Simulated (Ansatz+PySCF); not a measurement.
## doublet CH3Cl(+): levels of theory in one basis

| atom | x (Å) | y (Å) | z (Å) |
| --- | --- | --- | --- |
| C | -0.0498 | 0.0000 | -0.1521 |
| Cl | -0.0548 | 0.0000 | 1.5899 |
| H | -0.4704 | -0.9361 | -0.5220 |
| H | 1.0453 | 0.0000 | -0.3938 |
| H | -0.4704 | 0.9361 | -0.5220 |

Basis set: cc-pVTZ on H, C; cc-pV(T+d)Z on Cl (spherical functions). Correlated methods keep 6 orbitals frozen. Correlation on ROHF uses semicanonical orbitals with singles. Charge 1, multiplicity 2.

Computed with Ansatz (development build ahead of 0.2.0); each method stands on the lowest determinant of its kind that the runs found.

| method | E − E(ROHF) (eV) | <S²> of the determinant |
| --- | --- | --- |
| ROHF | 0.00 | 0.75 |
| UHF | -0.17 | 0.76 |
| ROHF-MP2 | -9.28 | – |
| UHF-MP2 | -9.24 | 0.76 |
| ROHF-CCSD(T) | -10.66 | – |
| UHF-CCSD(T) | -10.66 | 0.76 |

Question: What does UHF-CCSD give on the same scale?

Answer: -10.27 eV.

Question: Is a single determinant a sound starting point here?

Answer: By this sign, yes. Unrestricted orbitals gain 0.17 eV and <S²> is 0.76 against 0.75 for a pure state.

Caution for ROHF-MP2, UHF-MP2: MP2 on this radical cation hangs on the determinant chosen.
